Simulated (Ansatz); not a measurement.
Molecule: fluoromethane, CH3F (charge 0, singlet). SMILES: CF
Structure (B3LYP-D3(BJ)/def2-TZVP (Ansatz, an electronic-structure program) minimum search):
```xyz
5

C     -0.6251     0.0987     0.0634
F      0.7404    -0.1169    -0.0750
H     -0.8995    -0.0428     1.1096
H     -0.8540     1.1182    -0.2499
H     -1.1596    -0.6155    -0.5645
```
Charge 0, spin multiplicity 1.

Property: atomisation energy (electronic, to ground-state atoms), in eV. Cores are frozen in the correlated levels unless marked. UHF or UKS for open shells. Spin-orbit coupling is left out. No relativistic terms. The coupled-cluster limit lacks core correlation, which all-electron functionals hold. CBS marks a two-point X^-3 extrapolation of the correlation energy; Hartree-Fock from the larger set.

```
level                      program  atomisation energy (eV)
------------------  --------------  -----------------------
HF/def2-QZVPP               Ansatz                    13.58
BLYP-D4/def2-TZVPD  Ansatz + dftd4                    18.34
BLYP/def2-TZVPD             Ansatz                    18.27
revPBE/def2-TZVPD           Ansatz                    18.04
```

Q: What does CCSD(T)/CBS(def2-TZVPPD,def2-QZVPPD) (Ansatz) give?

A: 18.30 eV, so revPBE/def2-TZVPD differs from it by -0.26 eV.
